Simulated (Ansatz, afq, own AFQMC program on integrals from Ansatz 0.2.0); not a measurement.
Integrals from Ansatz 0.2.0, then the random walk in our own AFQMC program (afq).

```yaml
crystal:
  periodic: [false, false, false]
  atoms:
    - {symbol: Si, position_ang: [-0.033759, 0.033815, 0.033550]}
    - {symbol: H, position_ang: [0.822091, 0.892560, 0.890381]}
    - {symbol: H, position_ang: [-0.893311, -0.820609, 0.890996]}
    - {symbol: H, position_ang: [-0.888489, 0.889350, -0.827599]}
    - {symbol: H, position_ang: [1.900380, -1.903534, -1.888637]}
basis:
  gaussian: {orbitals: 6-31G}
magnetization: {spin_polarized: false}
correlation: {method: ccsd_t, electrons: outside_noble_gas, hamiltonian_folder: ham}
```

```sh
$ ansatz run in.yaml --threads 1 --pin off --events-out ev --progress --plain --max-ram 16896MiB --backend cuda --devices 0, --max-vram 18GiB
```

afq runs on the folder ham with

```
--method phaseless --trial cisd --walkers 4000 --populations 20 --least-time 60 --time-step 0.005 --steps-per-block 50 --equilibration-blocks 40 --max-blocks 4000 --target-error 0.00034 --factor-cut 1e-05 --seed 4728 --release-times 0.24,0.51,0.99,1.62,2.4 --release-step 0.03 --release-every 3 --taylor-order 6
```

Times are imaginary, in 1/Eh. The walk had a cap of 122 s. With eight or more populations the least sampling time is a fifth of least-time, and the error comes from their spread.

Output of the walk:

```
orbitals 16  electrons 4 4  factors 98 of 268
reference energy -290.97733243 Eh
CCSD correlation -0.15815069 Eh in 13 cycles, weight of the determinant in the CISD state 0.6777
energy of the start -291.135483 Eh
 block  time / (1/Eh)  mean weight  energy / Eh
     1     0.250  0.9999  -291.133543
     2     0.500  0.9999  -291.133104
     3     0.750  0.9999  -291.133372
     4     1.000  0.9999  -291.133721
     5     1.250  1.0000  -291.134117
     8     2.000  1.0001  -291.136645
    11     2.750  1.0001  -291.137418
    17     4.250  0.9999  -291.139255
    23     5.750  1.0001  -291.139856
    25     6.250  1.0000  -291.143222
    29     7.250  0.9999  -291.139953
    35     8.750  1.0001  -291.139624
    41    10.250  1.0000  -291.140230
    47    11.750  1.0001  -291.139658
    51    12.750  0.9998  -291.138290
    53    13.250  1.0001  -291.139031
    59    14.750  1.0000  -291.139872
    65    16.250  1.0001  -291.140065
    71    17.750  0.9999  -291.139429
    77    19.250  1.0000  -291.139833
    83    20.750  1.0000  -291.139067
    89    22.250  1.0000  -291.140894
error from the spread of 20 populations
released: time / (1/Eh)  energy / Eh  error  mean overlap
  0.24  -291.139822  0.000154  1.0010
  0.51  -291.139918  0.000133  1.0018
  0.99  -291.140123  0.000132  1.0032
  1.62  -291.140178  0.000142  1.0039
  2.40  -291.140315  0.000127  1.0066
energy -291.139726 +/- 0.000169 Eh
(rows thinned)
```

The run passed its tests (sampling time, drift between the halves within three errors, error under three times the target), which doesn't prove that it has relaxed.

Against this walk (error 4.6 meV) on the same determinant: CCSD(T) 49.6 meV lower, CCSDT(Q) 41.4 meV lower, CCSDTQ 41.0 meV lower, full CI 41.1 meV lower. The error is statistical and leaves out the bias of the constraint. The released energies are still falling (meV from the phaseless value at times in 1/Eh: -3 ± 4 at 0.24, -5 ± 4 at 0.51, -11 ± 4 at 0.99, -12 ± 4 at 1.62, -16 ± 3 at 2.40), so they give no level. Full CI is exact here, so the walk's 41 meV above it is the walk's own error: the bias of the constraint with this trial. The determinant is a poor start (see the cautions), so the low cluster orders aren't to be relied on, and full CI is the sure value.

Cautions: constraint bias not in the error; restricted determinant unstable towards unrestricted (UHF 2.42 eV lower, ⟨S²⟩ 0.96); strong correlation (T1 0.051, weight of the determinant 0.68, largest double 0.62); the CCSD(T) amplitudes may be one of several solutions (largest double 0.62); the CCSDT(Q) amplitudes may be one of several solutions (largest double 0.64); the CCSDTQ amplitudes may be one of several solutions (largest double 0.65).

The walk took 14 s on 1 × NVIDIA H100 80GB HBM3 with 2 threads of AMD EPYC 7R13 Processor (Zen 3) (shared host) (the card was shared). The log's last line is the phaseless energy.

CCSDT and higher add their correlation energy to the determinant of the CCSD(T) run, since their own runs factorise the integrals more tightly (a shift of under 2 meV). A walk keeps the symmetry of its determinant, which the program's search chose and which needn't be the lowest solution, so a lower state of the same spin and another symmetry isn't excluded.
